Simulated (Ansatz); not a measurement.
**One structure, 3 elements: MgCr, SrCr, BaCr**

Plane-wave DFT in Ansatz with scalar-relativistic PAW potentials, cutoff 420 eV, Γ-centred meshes chosen by cell and gap, Gaussian smearing with energies taken to zero width. Every cell was relaxed (cell and atoms) in a run of its own, within the symmetry of its start. Functional: PBE.

All members share space group Pm-3m and the same sites; only the element on one set of sites changes (Mg, Sr, Ba). Members needn't be the stable form of their composition. Energies over the elements, where given, are against the elements' standard states in the same functional (H₂, N₂, O₂ and halogens uncorrected, Hg as a solid). The first member:

Space group Pm-3m (No. 221). a = 3.324 Å, b = 3.324 Å, c = 3.324 Å, α = 90.00°, β = 90.00°, γ = 90.00°
| atom | site | symmetry | x | y | z |
| --- | --- | --- | --- | --- | --- |
| Mg | 1a | m-3m | 0.0000 | 0.0000 | 0.0000 |
| Cr | 1b | m-3m | 0.5000 | 0.5000 | 0.5000 |

```csv
compound,V (Å³/atom),a (Å),energy over elements (eV/atom),largest moment (μB)
MgCr,18.36,3.324,0.598,3.50
BaCr,36.41,4.176,0.896,4.40
```

Question: Predict the member with Sr.

Answer: V (Å³/atom) 32.68, a (Å) 4.028, energy over elements (eV/atom) 0.855, largest moment (μB) 4.36. Interpolating linearly in period between Mg and Ba would give 30.39 Å³/atom (7.0 % too small), with 0.797 eV/atom over the elements. Over the whole series the volume grows at each step down the group; all are metallic on the mesh; none is bound against its elements in this structure, and Mg comes closest.

Spin-orbit coupling is left out, which matters for the bands of heavy elements. Only parallel moments were tried here. Magnetic cells started from one order each; another order can shift an energy by tens of meV per atom.